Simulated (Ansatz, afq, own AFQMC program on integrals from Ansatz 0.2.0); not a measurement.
AFQMC on a folder of integrals that Ansatz 0.2.0 wrote.

```yaml
crystal:
  periodic: [false, false, false]
  atoms:
    - {symbol: B, position_ang: [0.000000, 0.000000, 0.000000]}
    - {symbol: H, position_ang: [1.193377, 0.014556, -0.000258]}
    - {symbol: H, position_ang: [-0.609294, 1.026213, -0.002837]}
    - {symbol: H, position_ang: [-0.584082, -1.040768, 0.003095]}
basis:
  gaussian: {orbitals: cc-pVDZ}
magnetization: {spin_polarized: false}
correlation: {method: ccsd_t, electrons: outside_noble_gas, hamiltonian_folder: ham}
```

```sh
$ ansatz run in.yaml --threads 1 --pin off --events-out ev --progress --plain --max-ram 16896MiB --backend cuda --devices 0, --max-vram 18GiB
```

Options of the walk:

```
--method phaseless --trial cisd --walkers 10 --populations 1 --least-time 40 --time-step 0.01 --steps-per-block 25 --equilibration-blocks 40 --max-blocks 240 --target-error 0.00058 --factor-cut 1e-05 --seed 5930 --taylor-order 6
```

Times are imaginary, in 1/Eh. The walk had a cap of 60 s.

Output of the walk:

```
orbitals 28  electrons 3 3  factors 207 of 259
reference energy -26.39077278 Eh
CCSD correlation -0.11612221 Eh in 9 cycles, weight of the determinant in the CISD state 0.9438
energy of the start -26.506900 Eh
 block  time / (1/Eh)  mean weight  energy / Eh
     1     0.250  0.9939  -26.506172
     2     0.500  0.9885  -26.506615
     3     0.750  0.9979  -26.507367
     4     1.000  1.0091  -26.507323
     5     1.250  0.9968  -26.506854
     9     2.250  1.0016  -26.508563
    21     5.250  1.0054  -26.507335
    41    10.250  0.9988  -26.511434
    61    15.250  1.0032  -26.506360
    66    16.500  1.0042  -26.512811
    81    20.250  1.0008  -26.506853
   101    25.250  0.9967  -26.508500
   121    30.250  1.0151  -26.508424
   141    35.250  1.0053  -26.508224
   161    40.250  0.9989  -26.508238
   176    44.000  0.9993  -26.505882
   181    45.250  1.0032  -26.506958
   196    49.000  1.0062  -26.508303
blocks merged  error / Eh  count
     1  0.000127  160
     2  0.000150  80
     4  0.000182  40
     8  0.000205  20
    16  0.000217  10
energy -26.508618 +/- 0.000205 Eh
(rows thinned)
```

The run passed its tests (sampling time, drift between the halves within three errors, error under three times the target), which doesn't prove that it has relaxed.

Against this walk (error 5.6 meV) on the same determinant: CCSD(T) 5.7 meV higher (within the noise), CCSDT(Q) 4.9 meV lower (within the noise), CCSDTQ 5.1 meV lower (within the noise), full CI 5.1 meV lower (within the noise), a separate phaseless walk with a CISD trial and standard settings 5.7 ± 5.7 meV lower (within the noise). The error is statistical and leaves out the bias of the constraint.

Cautions: constraint bias not in the error; so few walkers bias the energy; the time-step error isn't removed.

The walk took 15 s on 1 × NVIDIA H100 80GB HBM3 with 2 threads of AMD EPYC 7R13 Processor (Zen 3), with other jobs on the host (the card was shared). The log's last line is the phaseless energy.

CCSDT and higher add their correlation energy to the determinant of the CCSD(T) run, since their own runs factorise the integrals more tightly (a shift of under 2 meV). A walk keeps the symmetry of its determinant, which the program's search chose and which needn't be the lowest solution, so a lower state of the same spin and another symmetry isn't excluded.
